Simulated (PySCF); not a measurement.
# C₃H₂O: excited-state relaxation, vibronic structure

Wanted: excited-state relaxation, vibronic structure for C₃H₂O (`C#CC=O`).

Programs: PySCF 2.14.0, with routines of our own; each step states its level. All values are computed. Atoms count from 0.

## Step 1: The starting structure

6 atoms, charge 0, multiplicity 1; geometry from: GFN2-xTB.

## Step 2: Relaxing the molecule at PBE/6-31+G*

The job: settings as JSON, then the geometry in Å.

```
{"job": {"xc": "PBE", "basis": "6-31+G*", "grid": 1, "kind": "geom"}, "charge": 0, "multiplicity": 1}
C      1.448436    -0.097381     0.473883
C      0.308594    -0.027579     0.099541
C     -1.048884     0.054215    -0.344615
O     -1.850299    -0.838863    -0.309865
H      2.446659    -0.148110     0.799085
H     -1.301383     1.059709    -0.739602
```

Command:

```sh
$ OMP_NUM_THREADS=1 python excited_run.py task.json out
```

The driver reads the jobs from task.json and runs them one after another.

Log:

```text
step   0  E = -190.42518663  max force = 0.034191
step   1  E = -190.42832406  max force = 0.004529
step   2  E = -190.42830159  max force = 0.002434
step   3  E = -190.42833885  max force = 0.001003
step   4  E = -190.42834439  max force = 0.000408
optimisation converged
```

It took 9.4 s on 1 thread of Arm Neoverse V1, shared host; peak memory 0.33 GiB.

Along the way:

```
step  energy from step 0 (eV)  largest force component (eV/Å)
   0                   0.0000                          1.7582
   1                  -0.0854                          0.2329
   2                  -0.0848                          0.1252
   3                  -0.0858                          0.0516
   4                  -0.0859                          0.0210
```

Close pairs (by a distance rule), those that changed most:

```
 bond  before (Å)  after (Å)  change (Å)
C2–O3       1.200      1.228      +0.028
C0–H4       1.051      1.076      +0.025
C0–C1       1.202      1.224      +0.022
C1–C2       1.431      1.447      +0.016
C2–H5       1.109      1.118      +0.008
```

The final coordinates are the input of the step that follows.

```
                         at the end point                 value
  point group (found at 0.08 Å tolerance)                    Cs
rotational constants (GHz, main isotopes)  66.446, 4.748, 4.432
                        dipole moment (D)                  3.10
```

## Step 3: Excited-state relaxation: TDDFT PBE/6-31+G*

The job: settings as JSON, then the geometry in Å.

```
{"job": {"kind": "xopt", "state": "S1", "method": "TDDFT", "freq": true, "xc": "PBE", "basis": "6-31+G*", "grid": 1}, "charge": 0, "multiplicity": 1}
C      1.396276    -0.242854     0.497277
C      0.235612    -0.177928     0.113270
C     -1.126917    -0.045942    -0.355258
O     -1.953445    -0.954317    -0.325293
H      2.412631    -0.327204     0.841618
H     -1.391161     0.964087    -0.753850
```

With the program's defaults for keys left out, this is: TDDFT PBE/6-31+G* excited-state geometry optimisation, gas phase.

Log:

```text
final grid: 25664 points
cycle   1  E = -190.2946845893  dE =  5.329e-01  |g| = 7.835e-01  |ddm| = 7.357e+00
cycle   2  E = -188.9564449790  dE =  1.338e+00  |g| = 2.459e+00  |ddm| = 1.260e+01
cycle   3  E = -190.3877941297  dE = -1.431e+00  |g| = 3.566e-01  |ddm| = 1.294e+01
cycle   4  E = -190.4031793956  dE = -1.539e-02  |g| = 2.959e-01  |ddm| = 1.159e+00
cycle   5  E = -190.4194339480  dE = -1.625e-02  |g| = 1.872e-01  |ddm| = 6.088e-01
cycle   6  E = -190.4282182256  dE = -8.784e-03  |g| = 2.155e-02  |ddm| = 3.550e-01
cycle   7  E = -190.4283345053  dE = -1.163e-04  |g| = 5.883e-03  |ddm| = 7.767e-02
cycle   8  E = -190.4283440742  dE = -9.569e-06  |g| = 1.080e-03  |ddm| = 2.279e-02
cycle   9  E = -190.4283443779  dE = -3.037e-07  |g| = 1.853e-04  |ddm| = 9.297e-03
cycle  10  E = -190.4283443872  dE = -9.280e-09  |g| = 3.978e-05  |ddm| = 1.277e-03
cycle  11  E = -190.4283443877  dE = -4.721e-10  |g| = 5.386e-06  |ddm| = 2.537e-04
converged SCF energy = -190.4283443877

vertical S1 at the ground-state geometry: 3.3490 eV
step    E(state)/Eh    max force   excitation/eV  root
  0    -190.29881730   0.154259     3.4927      1
  1    -190.31716096   0.020421     2.5196      1
  2    -190.31909617   0.014921     2.4378      1
  3    -190.32065932   0.010236     2.4818      1
  4    -190.32133809   0.007358     2.4554      1
  5    -190.32161882   0.004706     2.4234      1
  6    -190.32171579   0.002886     2.4293      1
  7    -190.32188511   0.006486     2.4091      1
  8    -190.31428994   0.041259     1.9523      1
  9    -190.32171730   0.022994     2.2011      1
 10    -190.32242526   0.010243     2.2987      1
 11    -190.32261013   0.006733     2.2827      1
 12    -190.32284491   0.001233     2.2013      1
 13    -190.32285398   0.000215     2.2118      1
optimisation converged
vertical emission 2.2118 eV, adiabatic 2.8705 eV, Stokes shift 1.1372 eV, reorganisation 0.4785 (excited) and 0.6588 eV (ground)
zero-point change -0.0668 eV, 0-0 energy 2.8037 eV
frequencies of the excited state (cm-1): 208 318 499 550 619 691 967 1153 1456 2047 2881 3267
```

It took 3.1 min on 1 thread of Arm Neoverse V1, shared host; peak memory 0.38 GiB.

From this job:

```
                 quantity    value
  vertical absorption, S1  3.35 eV
     adiabatic energy, S1  2.87 eV
    vertical emission, S1  2.21 eV
         Stokes shift, S1  1.14 eV
geometry moved (RMSD), S1  0.184 Å
```

Bonds of the start that changed most:

```
 bond  start (Å)  end (Å)
C1–C2      1.447    1.357
C2–O3      1.228    1.307
C0–C1      1.224    1.260
C0–H4      1.076    1.085
C2–H5      1.117    1.117
```

## Step 4: Excited-state relaxation: UKS PBE/6-31+G*

The job: settings as JSON, then the geometry in Å.

```
{"job": {"kind": "xopt", "state": "T1", "method": "UKS", "freq": true, "xc": "PBE", "basis": "6-31+G*", "grid": 1}, "charge": 0, "multiplicity": 1}
C      1.396276    -0.242854     0.497277
C      0.235612    -0.177928     0.113270
C     -1.126917    -0.045942    -0.355258
O     -1.953445    -0.954317    -0.325293
H      2.412631    -0.327204     0.841618
H     -1.391161     0.964087    -0.753850
```

Level: UKS PBE/6-31+G* excited-state geometry optimisation, gas phase.

Log:

```text
final grid: 25664 points
cycle   1  E = -190.2946845893  dE =  5.329e-01  |g| = 7.835e-01  |ddm| = 7.357e+00
cycle   2  E = -188.9564449790  dE =  1.338e+00  |g| = 2.459e+00  |ddm| = 1.260e+01
cycle   3  E = -190.3877941297  dE = -1.431e+00  |g| = 3.566e-01  |ddm| = 1.294e+01
cycle   4  E = -190.4031793956  dE = -1.539e-02  |g| = 2.959e-01  |ddm| = 1.159e+00
cycle   5  E = -190.4194339480  dE = -1.625e-02  |g| = 1.872e-01  |ddm| = 6.088e-01
cycle   6  E = -190.4282182256  dE = -8.784e-03  |g| = 2.155e-02  |ddm| = 3.550e-01
cycle   7  E = -190.4283345053  dE = -1.163e-04  |g| = 5.883e-03  |ddm| = 7.767e-02
cycle   8  E = -190.4283440742  dE = -9.569e-06  |g| = 1.080e-03  |ddm| = 2.279e-02
cycle   9  E = -190.4283443779  dE = -3.037e-07  |g| = 1.853e-04  |ddm| = 9.297e-03
cycle  10  E = -190.4283443872  dE = -9.280e-09  |g| = 3.978e-05  |ddm| = 1.277e-03
cycle  11  E = -190.4283443877  dE = -4.721e-10  |g| = 5.386e-06  |ddm| = 2.537e-04
converged SCF energy = -190.4283443877

vertical T1 at the ground-state geometry: 3.1271 eV
step    E(state)/Eh    max force   <S^2>
  0    -190.30721098   0.127850    2.0062
  1    -190.32285882   0.020294    2.0099
  2    -190.32656182   0.012077    2.0105
  3    -190.32772794   0.006965    2.0113
  4    -190.32816805   0.005209    2.0116
  5    -190.32823904   0.002006    2.0116
  6    -190.32828982   0.001934    2.0116
  7    -190.32834913   0.002635    2.0118
  8    -190.32840837   0.002999    2.0122
  9    -190.32847541   0.002718    2.0126
 10    -190.32853829   0.002074    2.0131
 11    -190.32861336   0.002040    2.0132
 12    -190.32864402   0.001466    2.0131
 13    -190.32865280   0.000435    2.0130
 14    -190.32865317   0.000164    2.0130
optimisation converged
vertical emission 2.0815 eV, adiabatic 2.7127 eV, Stokes shift 1.0456 eV, reorganisation 0.4144 (excited) and 0.6312 eV (ground)
zero-point change -0.0782 eV, 0-0 energy 2.6345 eV
frequencies of the excited state (cm-1): 185 354 389 490 509 659 1058 1163 1321 1914 3100 3329
```

Run time: 2 min. Hardware: 1 thread of Arm Neoverse V1, shared host; peak memory 0.38 GiB.

Key values:

```
                                     quantity    value
vertical gap at the ground-state geometry, T1  3.13 eV
                         adiabatic energy, T1  2.71 eV
     vertical gap at the relaxed geometry, T1  2.08 eV
               difference of the two gaps, T1  1.05 eV
                    geometry moved (RMSD), T1  0.223 Å
```

Bonds of the start that changed most:

```
 bond  start (Å)  end (Å)
C2–O3      1.228    1.323
C1–C2      1.447    1.378
C0–C1      1.224    1.261
C2–H5      1.117    1.098
C0–H4      1.076    1.081
```

## Step 5: Excited-state relaxation: TDA PBE/6-31+G*

The job: settings as JSON, then the geometry in Å.

```
{"job": {"kind": "xopt", "state": "T1", "method": "TDA", "xc": "PBE", "basis": "6-31+G*", "grid": 1}, "charge": 0, "multiplicity": 1}
C      1.396276    -0.242854     0.497277
C      0.235612    -0.177928     0.113270
C     -1.126917    -0.045942    -0.355258
O     -1.953445    -0.954317    -0.325293
H      2.412631    -0.327204     0.841618
H     -1.391161     0.964087    -0.753850
```

Method: TDA PBE/6-31+G* excited-state geometry optimisation, gas phase.

Log:

```text
final grid: 25664 points
cycle   1  E = -190.2946845893  dE =  5.329e-01  |g| = 7.835e-01  |ddm| = 7.357e+00
cycle   2  E = -188.9564449790  dE =  1.338e+00  |g| = 2.459e+00  |ddm| = 1.260e+01
cycle   3  E = -190.3877941297  dE = -1.431e+00  |g| = 3.566e-01  |ddm| = 1.294e+01
cycle   4  E = -190.4031793956  dE = -1.539e-02  |g| = 2.959e-01  |ddm| = 1.159e+00
cycle   5  E = -190.4194339480  dE = -1.625e-02  |g| = 1.872e-01  |ddm| = 6.088e-01
cycle   6  E = -190.4282182256  dE = -8.784e-03  |g| = 2.155e-02  |ddm| = 3.550e-01
cycle   7  E = -190.4283345053  dE = -1.163e-04  |g| = 5.883e-03  |ddm| = 7.767e-02
cycle   8  E = -190.4283440742  dE = -9.569e-06  |g| = 1.080e-03  |ddm| = 2.279e-02
cycle   9  E = -190.4283443779  dE = -3.037e-07  |g| = 1.853e-04  |ddm| = 9.297e-03
cycle  10  E = -190.4283443872  dE = -9.280e-09  |g| = 3.978e-05  |ddm| = 1.277e-03
cycle  11  E = -190.4283443877  dE = -4.721e-10  |g| = 5.386e-06  |ddm| = 2.537e-04
converged SCF energy = -190.4283443877

vertical T1 at the ground-state geometry: 2.7712 eV
step    E(state)/Eh    max force   excitation/eV  root
  0    -190.31978090   0.154590     2.9222      1
  1    -190.33905944   0.014743     1.9770      1
  2    -190.34124082   0.012110     1.8948      1
  3    -190.34233709   0.009277     1.8908      1
  4    -190.34300263   0.003664     1.8418      1
  5    -190.34308569   0.001928     1.8322      1
  6    -190.34311637   0.001744     1.8364      1
  7    -190.34322864   0.004859     1.8259      1
  8    -190.34330863   0.007875     1.7801      1
  9    -190.34338914   0.004887     1.7675      1
 10    -190.34342901   0.000788     1.7377      1
 11    -190.34343385   0.000535     1.7365      1
 12    -190.34343809   0.000457     1.7297      1
 13    -190.34343775   0.000394     1.7298      1
optimisation converged
vertical emission 1.7298 eV, adiabatic 2.3104 eV, Stokes shift 1.0414 eV, reorganisation 0.4608 (excited) and 0.5807 eV (ground)
```

It took 41 s on 1 thread of Arm Neoverse V1, shared host; peak memory 0.38 GiB.

From this job:

```
                                     quantity    value
vertical gap at the ground-state geometry, T1  2.77 eV
                         adiabatic energy, T1  2.31 eV
     vertical gap at the relaxed geometry, T1  1.73 eV
               difference of the two gaps, T1  1.04 eV
                    geometry moved (RMSD), T1  0.151 Å
```

Bonds of the start that changed most:

```
 bond  start (Å)  end (Å)
C2–O3      1.228    1.324
C1–C2      1.447    1.362
C0–C1      1.224    1.251
C2–H5      1.117    1.106
C0–H4      1.076    1.080
```

## Step 6: Vibronic structure: TDDFT PBE/6-31+G*

The job: settings as JSON, then the geometry in Å.

```
{"job": {"kind": "vib", "tda": false, "freq": true, "xc": "PBE", "basis": "6-31+G*", "grid": 1}, "charge": 0, "multiplicity": 1}
C      1.396276    -0.242854     0.497277
C      0.235612    -0.177928     0.113270
C     -1.126917    -0.045942    -0.355258
O     -1.953445    -0.954317    -0.325293
H      2.412631    -0.327204     0.841618
H     -1.391161     0.964087    -0.753850
```

Method: TDDFT PBE/6-31+G* vertical-gradient vibronic structure (displaced harmonic oscillators, Condon), gas phase.

Log:

```text
final grid: 25664 points
cycle   1  E = -190.2946845893  dE =  5.329e-01  |g| = 7.835e-01  |ddm| = 7.357e+00
cycle   2  E = -188.9564449790  dE =  1.338e+00  |g| = 2.459e+00  |ddm| = 1.260e+01
cycle   3  E = -190.3877941297  dE = -1.431e+00  |g| = 3.566e-01  |ddm| = 1.294e+01
cycle   4  E = -190.4031793956  dE = -1.539e-02  |g| = 2.959e-01  |ddm| = 1.159e+00
cycle   5  E = -190.4194339480  dE = -1.625e-02  |g| = 1.872e-01  |ddm| = 6.088e-01
cycle   6  E = -190.4282182256  dE = -8.784e-03  |g| = 2.155e-02  |ddm| = 3.550e-01
cycle   7  E = -190.4283345053  dE = -1.163e-04  |g| = 5.883e-03  |ddm| = 7.767e-02
cycle   8  E = -190.4283440742  dE = -9.569e-06  |g| = 1.080e-03  |ddm| = 2.279e-02
cycle   9  E = -190.4283443779  dE = -3.037e-07  |g| = 1.853e-04  |ddm| = 9.297e-03
cycle  10  E = -190.4283443872  dE = -9.280e-09  |g| = 3.978e-05  |ddm| = 1.277e-03
cycle  11  E = -190.4283443877  dE = -4.721e-10  |g| = 5.386e-06  |ddm| = 2.537e-04
converged SCF energy = -190.4283443877

Singlet excitations (eV, f): 3.349 (0.0001)  4.324 (0.0000)  5.379 (0.0880)  5.657 (0.0458)  6.422 (0.0094)  6.818 (0.0003)

State S1  3.3490 eV  f = 0.00006  H->L 1.00
  relaxed dipole 1.395 D, largest gradient of the excitation energy 0.1324 Eh/bohr
  mode    cm-1        S   lambda/meV  Raman
    9   1690.9    1.3915     291.7   1.000
    6    945.8    0.5931      69.6   0.133
   10   2134.1    0.2143      56.7   0.245
    8   1373.7    0.0914      15.6   0.043
    4    621.2    0.0086       0.7   0.001
    1    202.5    0.0252       0.6   0.000
    3    579.4    0.0068       0.5   0.001
  reorganisation energy 0.4384 eV, total S 2.339, 0-0 2.9106 eV
  absorption maximum 3.121 eV, width 0.454 eV

State S3  5.3791 eV  f = 0.08797  H-2->L 0.66, H->L+1 0.25
  relaxed dipole 2.803 D, largest gradient of the excitation energy 0.0988 Eh/bohr
  mode    cm-1        S   lambda/meV  Raman
   10   2134.1    0.4605     121.9   1.000
    1    202.5    3.2351      81.2   0.063
    9   1690.9    0.3460      72.5   0.472
    6    945.8    0.3715      43.6   0.158
   12   3406.0    0.0147       6.2   0.081
    3    579.4    0.0779       5.6   0.012
  reorganisation energy 0.3318 eV, total S 4.512, 0-0 5.0473 eV
  absorption maximum 5.143 eV, width 0.542 eV

State S4  5.6569 eV  f = 0.04576  H->L+1 0.74, H-2->L 0.18
  relaxed dipole 1.523 D, largest gradient of the excitation energy 0.1303 Eh/bohr
  mode    cm-1        S   lambda/meV  Raman
    1    202.5   20.1809     506.7   0.251
   10   2134.1    0.7228     191.3   1.000
    9   1690.9    0.3739      78.4   0.325
    8   1373.7    0.4004      68.2   0.230
    6    945.8    0.0758       8.9   0.021
   12   3406.0    0.0208       8.8   0.073
    4    621.2    0.0375       2.9   0.004
    3    579.4    0.0092       0.7   0.001
  reorganisation energy 0.8661 eV, total S 21.823, 0-0 4.7907 eV

State T1  2.7711 eV  f = 0.00000  H->L 1.00
  relaxed dipole 1.279 D, largest gradient of the excitation energy 0.1330 Eh/bohr
  mode    cm-1        S   lambda/meV  Raman
    9   1690.9    1.5303     320.8   1.000
    6    945.8    0.4924      57.7   0.101
   10   2134.1    0.1693      44.8   0.176
    8   1373.7    0.0958      16.3   0.041
   11   2883.2    0.0096       3.4   0.018
    4    621.2    0.0219       1.7   0.002
    1    202.5    0.0377       0.9   0.000
  reorganisation energy 0.4474 eV, total S 2.362, 0-0 2.3237 eV
  absorption maximum 2.534 eV, width 0.646 eV
```

It took 5.1 s on 1 thread of Arm Neoverse V1, shared host; peak memory 0.4 GiB.

## Step 7: Summary of results

```
                                                                                      quantity                      value
                                                                                   point group                         Cs
                                                          rotational constants (main isotopes)      66.45, 4.75, 4.43 GHz
                                           vertical absorption, S1 (step 3, TDDFT PBE/6-31+G*)                    3.35 eV
                                              adiabatic energy, S1 (step 3, TDDFT PBE/6-31+G*)                    2.87 eV
                                             vertical emission, S1 (step 3, TDDFT PBE/6-31+G*)                    2.21 eV
                                                  Stokes shift, S1 (step 3, TDDFT PBE/6-31+G*)                    1.14 eV
                       vertical gap at the ground-state geometry, T1 (step 4, UKS PBE/6-31+G*)                    3.13 eV
                                                adiabatic energy, T1 (step 4, UKS PBE/6-31+G*)                    2.71 eV
                            vertical gap at the relaxed geometry, T1 (step 4, UKS PBE/6-31+G*)                    2.08 eV
                                      difference of the two gaps, T1 (step 4, UKS PBE/6-31+G*)                    1.05 eV
                       vertical gap at the ground-state geometry, T1 (step 5, TDA PBE/6-31+G*)                    2.77 eV
                                                adiabatic energy, T1 (step 5, TDA PBE/6-31+G*)                    2.31 eV
                            vertical gap at the relaxed geometry, T1 (step 5, TDA PBE/6-31+G*)                    1.73 eV
                                      difference of the two gaps, T1 (step 5, TDA PBE/6-31+G*)                    1.04 eV
S1: vertical, reorganisation, 0-0, total S (step 6, TDDFT PBE/6-31+G*, modes from PBE/6-31+G*)   3.35, 0.44, 2.91 eV; 2.3
S3: vertical, reorganisation, 0-0, total S (step 6, TDDFT PBE/6-31+G*, modes from PBE/6-31+G*)   5.38, 0.33, 5.05 eV; 4.5
S4: vertical, reorganisation, 0-0, total S (step 6, TDDFT PBE/6-31+G*, modes from PBE/6-31+G*)  5.66, 0.87, 4.79 eV; 21.8
```

Over 4 steps the energy fell by 0.086 eV; of the close pairs, C2–O3 changed most, 1.200 to 1.228 Å. In step 3 (excited-state relaxation), among the bonds C1–C2 changes most, from 1.447 to 1.357 Å. In step 4 (excited-state relaxation), among the bonds C2–O3 changes most, from 1.228 to 1.323 Å. Where no frequencies were run, the relaxed excited state may be a saddle. In step 5 (excited-state relaxation), among the bonds C2–O3 changes most, from 1.228 to 1.324 Å. In step 6 the harmonic model is doubtful. Where the total S runs above about 15, the geometry moves far on excitation and the harmonic model is stretched, so its 0-0 value is in doubt. The vibronic model keeps the ground-state modes and shifts them along the gradient alone, so it can miss much of the relaxation that a full optimisation finds. ΔSCF (UKS) and response values aren't on one footing and may follow different states, so their differences aren't method errors alone, and singlets and triplets from the two don't rank.
